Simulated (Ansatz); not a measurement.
## A relaxation, step by step

MgNH$_{3}$F (SMILES [NH3+][Mg][F]) (charge +1), closed shell, CAM-B3LYP-D4/def2-TZVP (Ansatz 0.2.0). Settings:

```yaml
hamiltonian: {xc: {name: CAM-B3LYP}, dispersion: d4}
relax: {f_tol: 0.2, max_steps: 30, max_displacement: 0.05}
```

Start (the SMILES describes the start alone):

```tsv
atom	x (Å)	y (Å)	z (Å)
N1	-0.5958	0.2577	-0.2894
Mg2	0.5364	-1.3708	0.3395
F3	1.8643	-0.6230	1.1483
H4	-1.1051	0.7401	0.5330
H5	0.3081	0.9794	-0.5561
H6	-0.9974	0.1770	-1.1102
```

| step | energy less the last (meV) | largest force component (eV/Å) |
| --- | --- | --- |
| 1 | 997.0 | 6.062 |
| 2 | 339.8 | 2.872 |
| 3 | 125.1 | 0.535 |
| 4 | 77.9 | 0.259 |
| 5 | 51.0 | 0.200 |
| 6 | 32.2 | 0.183 |
| 7 | 15.4 | 0.170 |
| 8 | 0.0 | 0.158 |

Step 2, positions (Å) and forces (eV/Å):

```json
{"atom": "N1", "x": "-0.555", "y": "0.278", "z": "-0.275", "Fx": "2.872", "Fy": "1.519", "Fz": "0.976"}
{"atom": "Mg2", "x": "0.538", "y": "-1.358", "z": "0.348", "Fx": "0.085", "Fy": "0.415", "Fz": "0.229"}
{"atom": "F3", "x": "1.875", "y": "-0.632", "z": "1.153", "Fx": "0.156", "Fy": "-0.290", "Fz": "0.048"}
{"atom": "H4", "x": "-1.090", "y": "0.732", "z": "0.505", "Fx": "0.304", "Fy": "-0.407", "Fz": "-1.304"}
{"atom": "H5", "x": "0.272", "y": "0.957", "z": "-0.532", "Fx": "-1.905", "Fy": "-1.420", "Fz": "0.971"}
{"atom": "H6", "x": "-1.030", "y": "0.184", "z": "-1.133", "Fx": "-1.513", "Fy": "0.183", "Fz": "-0.919"}
```

Step 4, positions (Å) and forces (eV/Å):

| atom | x | y | z | Fx | Fy | Fz |
| --- | --- | --- | --- | --- | --- | --- |
| N1 | -0.524 | 0.286 | -0.294 | 0.071 | -0.259 | -0.206 |
| Mg2 | 0.552 | -1.324 | 0.377 | 0.098 | 0.198 | 0.139 |
| F3 | 1.926 | -0.677 | 1.178 | 0.145 | -0.222 | 0.068 |
| H4 | -1.080 | 0.715 | 0.444 | -0.092 | 0.032 | -0.118 |
| H5 | 0.228 | 0.944 | -0.504 | -0.020 | 0.118 | 0.055 |
| H6 | -1.090 | 0.216 | -1.135 | -0.203 | 0.134 | 0.062 |

Step 5, positions (Å) and forces (eV/Å):

```tsv
atom	x	y	z	Fx	Fy	Fz
N1	-0.527	0.282	-0.306	-0.022	-0.042	-0.089
Mg2	0.561	-1.305	0.392	0.099	0.141	0.104
F3	1.957	-0.710	1.194	0.109	-0.200	0.056
H4	-1.089	0.713	0.429	-0.051	-0.008	-0.065
H5	0.217	0.955	-0.506	-0.065	0.057	-0.018
H6	-1.109	0.226	-1.138	-0.071	0.051	0.012
```

Last step (8):

```
6
angstrom
N -0.5397 0.2962 -0.3199
Mg 0.5917 -1.2456 0.4210
F 2.0382 -0.8216 1.2405
H -1.1218 0.7165 0.4055
H 0.1700 1.0010 -0.5350
H -1.1279 0.2138 -1.1470
```

Hardware: 2 CPU threads of an Arm Neoverse V2, shared host. Wall time about 13 s.
